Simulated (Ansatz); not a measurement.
System: MgSiP2 (I-42d, No. 122, 8 atoms in the cell). Method: B3LYP (VWN-RPA form) (Ansatz, an electronic-structure program, PAW).

Settings: plane-wave cutoff 460 eV, 6×6×6 k mesh, Fermi–Dirac smearing 0.01 eV, scalar-relativistic PAW data made under PBE.

Cell (measured lattice):

```
CELL_PARAMETERS angstrom
     -2.86045     2.86045     5.04750
      2.86045    -2.86045     5.04750
      2.86045     2.86045    -5.04750
ATOMIC_POSITIONS crystal
  Mg 0.00000 0.00000 0.00000
  Mg 0.75000 0.25000 0.50000
  Si 0.50000 0.50000 0.00000
  Si 0.25000 0.75000 0.50000
  P  0.87500 0.83257 0.45757
  P  0.16743 0.62500 0.04243
  P  0.37500 0.41743 0.54243
  P  0.58257 0.12500 0.95757
```

**Question.** Estimate the band gap that the calculation returns.

**Answer.** 
band gap: 2.58 eV (on the SCF k mesh) (direct)

Note: cell and atoms aren't relaxed at this level (pressure 2.6 GPa).

Computed values are for the static lattice.

The result took very roughly 12 core-minutes.
